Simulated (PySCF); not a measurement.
Gas-phase reaction: 2 CO2 + C4H10 (isobutane) = C4H6 (butadiene) + 2 HCOOH

Method: PySCF energies (xtb for GFN2) plus ideal-gas RRHO corrections (1 bar). Table values come from the NASA 1993 polynomials. † marks an energy on the PBE0/def2-TZVP geometry and frequencies; other levels use their own. MP2 and CCSD(T) freeze the core. All species are closed-shell singlets. B3LYP is the form with VWN-RPA correlation. MP2 isn't extrapolated to the basis-set limit. CCSD(T) isn't extrapolated to the basis-set limit.

Levels: a) PBE0/def2-SVP†; b) B3LYP/def2-TZVP†; c) CCSD(T)/def2-SVP†; d) GFN2-xTB; e) MP2/def2-SVP†.

Q: Order the levels by the distance of their ΔH°(298 K) from the table for this reaction, closest first.

A: b (-1 kJ), a (+23 kJ), c (+44 kJ), e (+81 kJ), d (+141 kJ)

The table gives 275 kJ. The order holds for this reaction alone, and for the 1993 entries, some of which have been revised since.
